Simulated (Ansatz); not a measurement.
Species: HS (charge -1, singlet). Whether it binds its extra electron was not tested at this geometry. 
Geometry from a B3LYP-D3(BJ)/def2-TZVP (Ansatz, an electronic-structure program) optimisation:
```
S
H 1 1.3491
```
Charge -1, spin multiplicity 1.

Basis-set convergence of Hartree-Fock and MP2 correlation energies (hartree) with Ansatz. Correlated levels leave the core frozen unless marked. No spin-orbit coupling. Non-relativistic.

```csv
basis,functions,E(HF),"E(corr, MP2)"
def2-SVPD,35,-398.00960,-0.15734
def2-TZVPPD,68,-398.13880,-0.19649
def2-QZVPPD,112,-398.14940,-0.21289
```

Extrapolating the two largest sets (X = 3 and 4) as X^-3: E(corr) = (64·(-0.21289) - 27·(-0.19649))/37 = -0.2249 Eh, an estimate of the basis-set limit. The largest set recovers 94.7 % of it, the smallest 70.0 %.
